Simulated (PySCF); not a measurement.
## Al₂H₂, triplet: data card

Computed with UPBE0/[Al def2-TZVP, H def2-TZVP], no relativity, density fitting, PySCF.

The structure is a minimum.

Z-matrix (Å, degrees; charge 0 multiplicity 3):
```
Al
Al 1 2.3810
H  1 1.5871 2 148.69
H  2 1.5871 1 148.69 3 180.00
```

```
Point group                                                                   : C2h
Bond lengths                                                                  : Al–Al 2.381 Å, Al–H 1.587 Å (×2)
Bond angles                                                                   : Al–Al–H 148.7° (×2)
Enthalpy at 298.15 K above 0 K                                                : 13.93 kJ/mol
Spin squared ⟨S²⟩                                                             : 2.012
Principal polarisabilities                                                    : 67.2, 72.3, 147.3 bohr³
Rotational constants                                                          : 14.43, 0.1878, 0.1854 cm⁻¹
Dipole moment                                                                 : 0.00 D
Lowest empty level (β)                                                        : -2.68 eV
Entropy at 298.15 K and 1 bar (electronic part: spin only)                    : 270.3 J/(mol K)
Atomisation energy without zero-point energy                                  : 656 kJ/mol
Rotational symmetry number                                                    : 2
Heat capacity Cp at 298.15 K                                                  : 60.0 J/(mol K)
Highest occupied level (α)                                                    : -5.04 eV
Principal quadrupole moments (Buckingham, traceless) about the centre of mass : -4.50, 0.08, 4.42 D Å
Zero-point energy                                                             : 31.0 kJ/mol
```

Harmonic modes (masses in u: Al 26.982, H 1.008):
| symmetry | ω (cm⁻¹) | IR (km/mol) | μ (u) |
| --- | --- | --- | --- |
| bu | 254 | 34.2 | 1.04 |
| au | 294 | 10.0 | 1.04 |
| ag | 353 | 0.0 | 2.09 |
| ag | 453 | 0.0 | 2.29 |
| bu | 1907 | 337 | 1.04 |
| ag | 1913 | 0.0 | 1.05 |

In C2h the vibrations span 2bu + au + 3ag. The ag modes carry no infrared intensity, as symmetry demands. With a centre of inversion only u modes can be infrared active and only g modes Raman active.

Charges (e):
```json
{"atom": "Al1", "Mulliken": "0.06", "Löwdin": "0.10", "polar tensor": "0.17", "spin (Mulliken)": "0.98", "Mayer order to Al1": "–"}
{"atom": "Al2", "Mulliken": "0.06", "Löwdin": "0.10", "polar tensor": "0.17", "spin (Mulliken)": "0.98", "Mayer order to Al1": "1.64"}
{"atom": "H3", "Mulliken": "-0.06", "Löwdin": "-0.10", "polar tensor": "-0.17", "spin (Mulliken)": "0.02", "Mayer order to Al1": "0.93"}
{"atom": "H4", "Mulliken": "-0.06", "Löwdin": "-0.10", "polar tensor": "-0.17", "spin (Mulliken)": "0.02", "Mayer order to Al1": "0.04"}
```
Other Mayer orders above 0.3: Al–H 0.93.

Mulliken populations on Al1: s 5.29, p 7.55, d 0.09, f 0.01.

Outer orbital energies (eV). α occupied: -12.04, -10.58, -8.28, -5.53, -5.04; empty: -1.87, -1.26, -0.98, 1.64. β occupied: -11.25, -10.27, -7.81; empty: -2.68, -2.28, -0.71, -0.37.

Only a few start shapes were tried, so a lower isomer may exist. At this level a singlet minimum of D2h symmetry lies 67 kJ/mol below this structure.

The final relaxation and frequency run took 19 s on 4 threads of a shared Arm Neoverse V2 host, with 86 basis functions and 13 gradients; the process peaked at 0.99 GiB.
